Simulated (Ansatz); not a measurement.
## Ho2O3 (Ia-3, No. 206)

The numbers are results of LDA (Ansatz, an electronic-structure program, PAW), not measurements.

Numerical settings: plane-wave cutoff 500 eV, 6×6×6 k mesh, Fermi–Dirac smearing 0.05 eV, spin-polarised with parallel moments, scalar-relativistic PAW data made under PBE.

Cell (relaxed at this level):

Ho2O3 is taken in the cubic space group Ia-3 (No. 206), the bixbyite structure, Pearson symbol cI80. Cell: a = 10.3886 Å, b = 10.3886 Å, c = 10.3886 Å, α = 90.00°, β = 90.00°, γ = 90.00°. Ho1 on 8b sees 6 O at 2.235 Å (octahedral). Ho2 on 24d is surrounded by 6 O at 2.204–2.282 Å. O on 48e is coordinated by 4 Ho at 2.204–2.282 Å. (Neighbours: up to the widest gap in distance over summed covalent radii, below 1.35, at either atom; cation-cation and far metal-metal contacts left out.)
(The calculation used a cell of 40 atoms; values per cell refer to that cell.)

```
Quantity                                               Value
--------  --------------------------------------------------
band gap  0.15 eV (under three smearing widths, so not firm)
```

Note: the magnetic order was assumed, not searched for or taken from measurement; the relaxation could not lower the start's symmetry, so the cell can be a saddle point above a distorted one; the 4f shell is treated without U or exact exchange, so its levels and filling can be wrong; the volume lies 6 % below that of the published cell.

Spin–orbit coupling is not included.

Computing time: about 3 core-hours (a rough figure).
